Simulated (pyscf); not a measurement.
Structures and frequencies: ωB97X-D3(BJ)/def2-SVP in PySCF.

Problem. For `[F][SiH3]` + `[F][CH][SiH3]` [doublet] -> `[SiH3]` [doublet] + `[F][CH]([F])[SiH3]`, an atom transfer (doublet surface; F–Si broken, C–F formed), PBE/def2-TZVP gives ΔE‡ = 47.8 kcal/mol and ΔE = +34.8 kcal/mol (zero: the separated reactants). In which direction and how far do B3LYP-D3(BJ)/def2-TZVP, PBE0-D3(BJ)/def2-TZVP, ωB97M-D3(BJ)/def2-TZVP move these?

Solution. B3LYP-D3(BJ): ΔE‡ = 56.4 kcal/mol, ΔE = +39.6 kcal/mol; PBE0-D3(BJ): ΔE‡ = 56.4 kcal/mol, ΔE = +36.3 kcal/mol; ωB97M-D3(BJ): ΔE‡ = 62.1 kcal/mol, ΔE = +39.9 kcal/mol. PBE's barrier lies under all of them, by 8.6 to 14.3 kcal/mol. Its reaction energy lies under all of them, by 1.6 to 5.1 kcal/mol. Low barriers are usual for a GGA, whose delocalisation error favours stretched bonds. One saddle was located; it need not be the lowest between these sides. The angle at the transferred F is 152°.
